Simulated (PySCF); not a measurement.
tetrafluoromethane (CF₄), SMILES FC(F)(F)F. Atoms are numbered in the order given.

```xyz
5

F      0.7639    -0.7639     0.7639
C      0.0000     0.0000     0.0000
F     -0.7639    -0.7639    -0.7639
F     -0.7639     0.7639     0.7639
F      0.7639     0.7639    -0.7639
```
Charge 0, spin multiplicity 1.

Coordinates come from a B3LYP-D3(BJ)/def2-SVP optimisation.

Calculation: PBE0/pcJ-1 (PySCF).

Isotropic couplings with Fermi-contact, spin-dipole and both spin-orbit terms, one fixed conformer, no vibrational averaging. Isotopes: 13C, 19F.

Question: Estimate the spin–spin coupling constants. (The exact figures need the calculation; the answer reports its results.)

Answer: 
| pair | bonds apart | J (Hz) |
|---|---|---|
| F1–C2 | 1 | -354.0 |
| C2–F3 | 1 | -354.0 |
| C2–F4 | 1 | -354.0 |
| C2–F5 | 1 | -354.0 |
| F1–F3 | 2 | -38.3 |
| F1–F4 | 2 | -38.3 |
| F1–F5 | 2 | -38.3 |
| F3–F4 | 2 | -38.3 |
| F3–F5 | 2 | -38.3 |
| F4–F5 | 2 | -38.3 |
